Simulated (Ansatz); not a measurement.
Z-matrix (Å, degrees):
```
Al
O 1 1.729
Cl 1 2.081 2 116.2
H 1 1.566 2 118.8 3 180.0
```

The species carries charge 0 and has multiplicity 2.

Task: List the PBE0/def2-TZVPP orbital energies in eV (Ansatz 0.2.0). (Best estimate.)

Result: Ansatz gave: α occupied: -2767.57, -1529.04, -524.18, -259.43, -197.68, -197.59, -197.58, -114.88, -74.99, -74.85, -74.79, -27.34, -23.08, -12.64, -12.14, -10.90, -10.26, -10.11, -9.74, -9.49. α empty: -1.11, -0.41, 0.78, 2.71, 3.02, 4.06, 4.40, 4.83. β occupied: -2767.57, -1529.04, -523.49, -259.42, -197.67, -197.59, -197.58, -114.89, -75.00, -74.85, -74.80, -25.14, -23.04, -12.45, -10.55, -10.23, -9.99, -9.36, -9.30. β empty: -4.60, -1.08, -0.33, 0.93, 2.96, 3.10, 4.06, 4.50. ⟨S²⟩ = 0.754.
